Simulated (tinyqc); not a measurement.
Worked calculation: UHF in the sto-3g basis, for LiH, spin multiplicity 3. One step of it, computed by the program tinyqc.

Task: Iteration 1: building the Fock matrix. J_ij = sum D_kl (ij|kl) with D = D(alpha) + D(beta), K_ij = sum D_kl (ik|jl) for each spin; F = H + J - K(s); E = tr D H + tr D J / 2 - 0.5 sum_s tr D(s) K(s) + E_nn.

D(alpha) at the start:
```
            1Li 1s     1Li 2s   1Li 2px   1Li 2py    1Li 2pz      2H 1s
1Li 1s    1.061993  -0.256960  0.000000  0.000000   0.004153   0.005894
1Li 2s   -0.256960   1.064959  0.000000  0.000000  -0.021410  -0.017590
1Li 2px   0.000000   0.000000  0.000000  0.000000   0.000000   0.000000
1Li 2py   0.000000   0.000000  0.000000  0.000000   0.000000   0.000000
1Li 2pz   0.004153  -0.021410  0.000000  0.000000   0.867601   0.221105
2H 1s     0.005894  -0.017590  0.000000  0.000000   0.221105   0.056490
```

D(beta) at the start:
```
            1Li 1s     1Li 2s   1Li 2px   1Li 2py    1Li 2pz      2H 1s
1Li 1s    1.011102  -0.024223  0.000000  0.000000   0.000497   0.002320
1Li 2s   -0.024223   0.000580  0.000000  0.000000  -0.000012  -0.000056
1Li 2px   0.000000   0.000000  0.000000  0.000000   0.000000   0.000000
1Li 2py   0.000000   0.000000  0.000000  0.000000   0.000000   0.000000
1Li 2pz   0.000497  -0.000012  0.000000  0.000000   0.000000   0.000001
2H 1s     0.002320  -0.000056  0.000000  0.000000   0.000001   0.000005
```

core Hamiltonian H = T + V (hartree):
```
            1Li 1s     1Li 2s    1Li 2px    1Li 2py    1Li 2pz      2H 1s
1Li 1s   -4.576248  -1.025611   0.000000   0.000000  -0.004263  -0.006150
1Li 2s   -1.025611  -1.274065   0.000000   0.000000  -0.050599  -0.142148
1Li 2px   0.000000   0.000000  -1.036228   0.000000   0.000000   0.000000
1Li 2py   0.000000   0.000000   0.000000  -1.036228   0.000000   0.000000
1Li 2pz  -0.004263  -0.050599   0.000000   0.000000  -1.067784  -0.217680
2H 1s    -0.006150  -0.142148   0.000000   0.000000  -0.217680  -0.977042
```

Two-electron integrals (ij|kl) in chemists' order, unique and non-zero (hartree):
```
(11|11) 1.680395   (21|11) 0.265420   (21|21) 0.049941   (22|11) 0.397727
(22|21) 0.092860   (22|22) 0.290562   (31|31) 0.008981   (32|31) 0.013788
(32|32) 0.064184   (33|11) 0.396640   (33|21) 0.092880   (33|22) 0.290497
(33|33) 0.312946   (41|41) 0.008981   (42|41) 0.013788   (42|42) 0.064184
(43|43) 0.016869   (44|11) 0.396640   (44|21) 0.092880   (44|22) 0.290497
(44|33) 0.279207   (44|44) 0.312946   (51|51) 0.008981   (52|51) 0.013788
(52|52) 0.064184   (53|53) 0.016869   (54|54) 0.016869   (55|11) 0.396640
(55|21) 0.092880   (55|22) 0.290497   (55|33) 0.279207   (55|44) 0.279207
(55|55) 0.312946   (61|11) 0.001285   (61|21) 0.000254   (61|22) 0.000519
(61|33) 0.000508   (61|44) 0.000508   (61|51) 0.000045   (61|52) 0.000096
(61|55) 0.000541   (61|61) 1.61e-06   (62|11) 0.023897   (62|21) 0.005747
(62|22) 0.022431   (62|33) 0.021103   (62|44) 0.021103   (62|51) 0.000738
(62|52) 0.006932   (62|55) 0.025056   (62|61) 0.000040   (62|62) 0.005248
(63|31) 0.000158   (63|32) 0.001195   (63|53) 0.000654   (63|63) 0.000154
(64|41) 0.000158   (64|42) 0.001195   (64|54) 0.000654   (64|64) 0.000154
(65|11) 0.036703   (65|21) 0.008837   (65|22) 0.034741   (65|33) 0.032580
(65|44) 0.032580   (65|51) 0.001150   (65|52) 0.010924   (65|55) 0.039015
(65|61) 0.000062   (65|62) 0.008394   (65|65) 0.013441   (66|11) 0.170153
(66|21) 0.041030   (66|22) 0.168776   (66|33) 0.158621   (66|44) 0.158621
(66|51) 0.004263   (66|52) 0.049722   (66|55) 0.188752   (66|61) 0.000277
(66|62) 0.055668   (66|65) 0.089999   (66|66) 0.774606
```

nuclear repulsion = 0.51046033 hartree

Give: Coulomb J; exchange K(alpha); exchange K(beta); F(alpha); F(beta); total energy of this density.

Result:

Coulomb J (hartree):
```
         1Li 1s  1Li 2s  1Li 2px  1Li 2py  1Li 2pz   2H 1s
1Li 1s   4.1273  0.7077   0.0000   0.0000   0.0002  0.0036
1Li 2s   0.7077  1.3581   0.0000   0.0000   0.0048  0.0983
1Li 2px  0.0000  0.0000   1.3444   0.0000   0.0000  0.0000
1Li 2py  0.0000  0.0000   0.0000   1.3444   0.0000  0.0000
1Li 2pz  0.0002  0.0048   0.0000   0.0000   1.3781  0.1523
2H 1s    0.0036  0.0983   0.0000   0.0000   0.1523  0.7528
```

exchange K(alpha) (hartree):
```
          1Li 1s  1Li 2s  1Li 2px  1Li 2py  1Li 2pz   2H 1s
1Li 1s    1.7092  0.2779   0.0000   0.0000  -0.0002  0.0035
1Li 2s    0.2779  0.3731   0.0000   0.0000   0.0006  0.0443
1Li 2px   0.0000  0.0000   0.0857   0.0000   0.0000  0.0000
1Li 2py   0.0000  0.0000   0.0000   0.0857   0.0000  0.0000
1Li 2pz  -0.0002  0.0006   0.0000   0.0000   0.3600  0.0891
2H 1s     0.0035  0.0443   0.0000   0.0000   0.0891  0.0985
```

exchange K(beta) (hartree):
```
         1Li 1s  1Li 2s  1Li 2px  1Li 2py  1Li 2pz   2H 1s
1Li 1s   1.6862  0.2576   0.0000   0.0000   0.0003  0.0011
1Li 2s   0.2576  0.0462   0.0000   0.0000   0.0001  0.0002
1Li 2px  0.0000  0.0000   0.0085   0.0000   0.0000  0.0000
1Li 2py  0.0000  0.0000   0.0000   0.0085   0.0000  0.0000
1Li 2pz  0.0003  0.0001   0.0000   0.0000   0.0085  0.0000
2H 1s    0.0011  0.0002   0.0000   0.0000   0.0000  0.0000
```

F(alpha) (hartree):
```
          1Li 1s   1Li 2s  1Li 2px  1Li 2py  1Li 2pz    2H 1s
1Li 1s   -2.1581  -0.5958   0.0000   0.0000  -0.0039  -0.0060
1Li 2s   -0.5958  -0.2891   0.0000   0.0000  -0.0464  -0.0882
1Li 2px   0.0000   0.0000   0.2225   0.0000   0.0000   0.0000
1Li 2py   0.0000   0.0000   0.0000   0.2225   0.0000   0.0000
1Li 2pz  -0.0039  -0.0464   0.0000   0.0000  -0.0496  -0.1545
2H 1s    -0.0060  -0.0882   0.0000   0.0000  -0.1545  -0.3227
```

F(beta) (hartree):
```
          1Li 1s   1Li 2s  1Li 2px  1Li 2py  1Li 2pz    2H 1s
1Li 1s   -2.1352  -0.5755   0.0000   0.0000  -0.0043  -0.0037
1Li 2s   -0.5755   0.0378   0.0000   0.0000  -0.0459  -0.0440
1Li 2px   0.0000   0.0000   0.2998   0.0000   0.0000   0.0000
1Li 2py   0.0000   0.0000   0.0000   0.2998   0.0000   0.0000
1Li 2pz  -0.0043  -0.0459   0.0000   0.0000   0.3019  -0.0655
2H 1s    -0.0037  -0.0440   0.0000   0.0000  -0.0655  -0.2243
```

total energy of this density = -7.433443 hartree
